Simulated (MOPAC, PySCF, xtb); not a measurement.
Dimer: H2O (SMILES O) (first 3 atoms) with H2O (SMILES O); geometry from S66by8 set.
(charge 0, multiplicity 1):
```xyz
6

O     -1.52439    -0.04362     0.00487
H     -1.84439     0.85922    -0.01656
H     -0.56467     0.05456     0.00015
O      1.44669     0.03878    -0.00457
H      1.82331    -0.39960     0.76156
H      1.81895    -0.43743    -0.74997
```

Counterpoise-corrected where a basis set is named; no monomer relaxation. Rows marked so take none.

Rows in 3-21G carry no dispersion term and start afresh at each structure. The state reached by PM6 isn't checked.

Programs: MOPAC for PM6 (differences of heats of formation); PySCF for 3-21G rows; xtb for the GFN methods. 

Q: One of these levels gives -6.02 kcal/mol for the interaction energy. Which one is it?
(A) HF/3-21G (no counterpoise)
(B) GFN-FF
(C) GFN1-xTB
(D) PM6

A: B, GFN-FF. The others give -3.86 (PM6), -4.73 (GFN1-xTB), -10.22 (HF/3-21G (no counterpoise))
